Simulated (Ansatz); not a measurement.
# Worked example: NH$_{3}$⁺, quartet against NH₃⁺, doublet

Geometry (PBE0/def2-TZVP stationary point of a doublet), kept for both states:

```xyz
4

N     0.0000    0.0000    0.0000
H     1.0240    0.0138   -0.0001
H    -0.5239    0.8799   -0.0028
H    -0.5001   -0.8937    0.0028
```

Basis 6-31G; Ansatz 0.2.0. Only valence electrons are correlated (noble-gas cores frozen). R marks a restricted (for open shells ROHF) determinant, U an unrestricted one.

Full CI is exact within this basis and frozen core; it isn't the basis-set limit. The frozen core follows each run's orbitals, which can shift R against U totals by a few meV.

```tsv
level	E(NH3⁺, doublet) (hartree)	E(NH3⁺, quartet) (hartree)
UHF	-55.858887	-55.328801
UMP2	-55.945627	-55.393589
UCCSD(T)	-55.962895	-55.415261
PBE	-56.101364	-55.559397
wB97M-V	-56.140952	-55.586729
full CI	-55.963199	-55.416785
```

Give the vertical gap, NH3⁺ quartet less NH3⁺ doublet, at each level in eV (1 hartree = 27.2114 eV), and each error against full CI.

full CI: (-55.416785 − (-55.963199)) × 27.2114 = 14.869 eV (the reference)
wB97M-V: (-55.586729 − (-56.140952)) × 27.2114 = 15.081 eV, error 0.212 eV
PBE: (-55.559397 − (-56.101364)) × 27.2114 = 14.748 eV, error -0.121 eV
UCCSD(T): (-55.415261 − (-55.962895)) × 27.2114 = 14.902 eV, error 0.033 eV
UMP2: (-55.393589 − (-55.945627)) × 27.2114 = 15.022 eV, error 0.153 eV
UHF: (-55.328801 − (-55.858887)) × 27.2114 = 14.424 eV, error -0.445 eV

Total energies of functionals can't be set beside those of wave-function methods, since they hold the core's correlation and their own absolute errors; only the differences compare.

The set has no polarisation functions, so the order and spacing of states can differ from the basis-set limit.

In so small a basis the reference is far from its limit while semilocal and hybrid functionals are nearer theirs, so the functionals' errors here hold much of the reference's basis and frozen-core error, which can add to them or hide them.

Each level lands on the state that its own search finds. T1 diagnostics of restricted CCSD: 0.015 and 0.016.
